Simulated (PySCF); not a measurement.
Geometry (Å), atoms numbered from 1 in this order:
```xyz
12

C     2.3465    1.1939    0.7995
N     1.6372    0.3281    0.4782
C     0.7509   -0.7004    0.0744
C    -0.5163   -0.1450   -0.5620
C    -1.3215    0.7351    0.3746
H     0.5047   -1.2989    0.9566
H     1.2825   -1.3483   -0.6273
H    -1.1137   -1.0022   -0.8872
H    -0.2410    0.4097   -1.4630
H    -0.7429    1.6050    0.6916
H    -2.2278    1.0957   -0.1143
H    -1.6216    0.1872    1.2719
```

Geometry: PBE0-D3(BJ)/def2-TZVP; GIAO shifts from PySCF 2.14.0 with density-fitted response routines, gas phase, non-relativistic, averaged over equivalent atoms.

At B97-2/pcSseg-2 (278 basis functions, 25 s wall time on 1 thread of an Intel Xeon Platinum 8375C, shared host):
```
      atoms  δ (ppm)
         C1    177.6
         C3     44.9
         C4     27.7
         C5     13.3
         N2    187.8
      H6/H7     3.32
      H8/H9     1.54
H10/H11/H12     1.15
```

Scale: ¹³C (185.38 ppm), ¹H (31.64 ppm) vs TMS; ¹⁵N (261.75 ppm) vs NH3 (reference shieldings calculated alike).

Task: What do these become at KT3/pcSseg-2?

Result: 
```csv
atoms,δ at KT3/pcSseg-2,change
C1,161.8,-15.8
C3,45.4,+0.5
C4,29.3,+1.6
C5,13.7,+0.4
N2,179.3,-8.5
H6/H7,3.47,+0.15
H8/H9,1.62,+0.08
H10/H11/H12,1.16,+0.01
```

Scale: ¹³C (σ = 183.24 ppm), ¹H (σ = 31.63 ppm) against TMS; ¹⁵N (σ = 261.05 ppm) vs NH3 (reference shieldings calculated alike).

The largest change is at C1 (isocyanide carbon). Cost: 278 basis functions, 39 s wall time on 1 thread of an Intel Xeon Platinum 8375C, shared host. The order of the carbon signals is the same at both levels.

Experimental scales use liquid or dissolved standards, which lie at an offset from isolated NH3 (liquid NH3: subtract about 20 ppm). Unscaled 15N shifts of sp2 nitrogen come out 20 to 40 ppm too high even then.
